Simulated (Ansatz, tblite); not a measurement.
Forces on BO2H at its PBE0-D4/def2-TZVP geometry. The state is a singlet with charge 0.

The xTB rows come from tblite. The structure comes from a short search, and lower isomers may exist.

GFN1-xTB (tblite), largest force 1.52 eV/Å:

```xyz
4
positions Å, forces eV/Å
B    -0.088   -0.240    0.440    0.035   -0.409    1.031
O    -0.319    0.136   -0.806    0.369    0.036    0.469
O     0.079   -0.611    1.580   -0.209    0.468   -1.434
H     0.328    0.715   -1.214   -0.195   -0.095   -0.067
```

GFN2-xTB (tblite), largest force 1.39 eV/Å:

```
B 0.035 -0.276 0.712
O 0.410 0.021 0.569
O -0.202 0.420 -1.309
H -0.244 -0.166 0.028
```

PBE0-D4/def2-TZVP (Ansatz), largest force 0.01 eV/Å:

```
B 0.000 -0.002 0.005
O 0.002 0.004 -0.006
O 0.000 0.001 -0.001
H -0.003 -0.003 0.002
```
